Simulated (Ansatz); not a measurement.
System: hcp Tc. Method: RPBE (plane waves, PAW; Ansatz, a program for electronic structure).

Output (set-up and result lines):

```
Relaxation: its limit of steps is 80 (relax.max_steps)
Crystal: 2 atoms, lattice volume = 30.431 Å³
Basis set: ecut = 520 eV, 833 PW (Γ), exchange–correlation on 48×48×72 points (8 copies of the dense FFT grid, shifted against one another)
Bands: 19, of which v1, the nominal top of the filled ones, is band 15 counted from 1 (14 counted from 0)
Symmetry: 24 space group operations
Space group: P63/mmc (ITA 194), of the structure as read, at distance tolerance 3.1e-5 Å
k-points: 427 of 6912
Initial density: superposition of atomic densities (chi_scale 0.1, normalization cell)
Functional: x = rpbe, c = pbe(β = 0.06672455060314922)
SCF iter   1: F=—  HF=-10810.605368 eV  |F-HF|=—  |Δ(HF+E_count)|=         —  Δρ=5.24e-2  dr2=8.41e-1
SCF iter   2: F=—  HF=-10810.394135 eV  |F-HF|=—  |Δ(HF+E_count)|=   2.11e-1  Δρ=2.71e-2  dr2=2.23e-1
  ...
SCF 1 converged in 6 iterations: F = -10810.326816 eV  dr2 = 5.43e-9
Crystal: 2 atoms, lattice volume = 30.431 Å³
Initial density: handed on by an earlier stage of this run
SCF 2 converged in 6 iterations: F = -10810.326821 eV  dr2 = 1.66e-13
Crystal: 2 atoms, lattice volume = 30.431 Å³
SCF 3 converged in 7 iterations: F = -10810.326825 eV  dr2 = 3.12e-15
Crystal: 2 atoms, lattice volume = 30.431 Å³
SCF iter   6: F=-10810.326825 eV  HF=-10810.326825 eV  |F-HF|=3.64e-12  |Δ(HF+E_count)|=  1.82e-12  Δρ=1.35e-9  dr2=4.84e-16
SCF iter   7: F=-10810.326825 eV  HF=-10810.326825 eV  |F-HF|=1.82e-12  |Δ(HF+E_count)|=  5.46e-12  Δρ=1.52e-10  dr2=5.81e-18
SCF 4 converged in 7 iterations: F = -10810.326825 eV  dr2 = 5.81e-18
SCF converged after 7 iterations
Free energy (F): -10810.326825 eV
Internal energy: -10810.310364 eV  (E = F + TS)
E sigma→0 (E₀):  -10810.318595 eV
Fermi energy:    20.837405 eV
--- Forces (eV/Å), atoms counted from 1 ---
  atom   1  Tc     0.00000000     0.00000000     0.00000000
  atom   2  Tc     0.00000000    -0.00000000    -0.00000000
--- Stress (GPa, compression-positive) ---
      -10.265325      -0.000000       0.000000
        0.000000     -10.265325      -0.000000
        0.000000      -0.000000     -10.264987
  P = ⅓ Tr σ = -10.2652 GPa (-102.652 kbar)
```

Question: Write an input file that could have produced this run (the log leaves some choices open).

Answer: Several could match; the one computed here: 
Ansatz 0.2 input:
```yaml
crystal:
  lattice:
    - [1.4001125369, -2.4250660502, 0.0]
    - [1.4001125369, 2.4250660502, 0.0]
    - [0.0, 0.0, 4.481205323]
  atoms:
    - { symbol: Tc, position: [0.3333333333, 0.6666666667, 0.25] }
    - { symbol: Tc, position: [0.6666666667, 0.3333333333, 0.75] }
basis:
  ecutwfc: 520
  ecutrho_ratio: 4
  xc_grid: 2
kpoints:
  mp_grid: { grid: [24, 24, 12] }
hamiltonian:
  xc: rpbe
  dispersion: none
  pseudopotentials: { kind: paw }
scf:
  occupations: { method: fermi_dirac, width: 0.05 }
output:
  forces: true
  stress: true
  eigenvalues: true
relax:
  f_tol: 0.004
  escape_saddle: false
  max_steps: 80
  cell: { stress_tol: 0.02, fix: [volume] }
```

The cell is one volume of an energy–volume scan, off the minimum.

The PAW data were made under PBE.

The result took very roughly 60 core-seconds.
